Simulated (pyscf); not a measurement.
Structures and frequencies: ωB97X-D3(BJ)/def2-SVP in PySCF.

Question: How much does it cost (ΔH, 298 K, ωB97M-D3(BJ)/def2-TZVP) to split `[NH2][Ta]([SH])([Cl])([Cl])[Cl]` at its S–Ta bond into [H₂N–Ta(Cl)(Cl)–Cl]• + SH•?

Answer: S–Ta to [H₂N–Ta(Cl)(Cl)–Cl]• + SH•: 264.6 kJ/mol. The 7 functionals that were run give +261.5 (M06-2X) to +299.2 kJ/mol (ωB97X-D3(BJ)). The radicals are drawn with the spin at the cut bond; how far it spreads was not checked. Other isomers of [H₂N–Ta(Cl)(Cl)–Cl]• were not searched in full and may lie lower. Left out: the spin-orbit lowering of SH. Open-shell species with a d-block atom are single-reference here; other states, and whether the spin sits on metal or ligand, were not checked. Elements past Kr carry the def2 core potentials, without spin-orbit coupling.
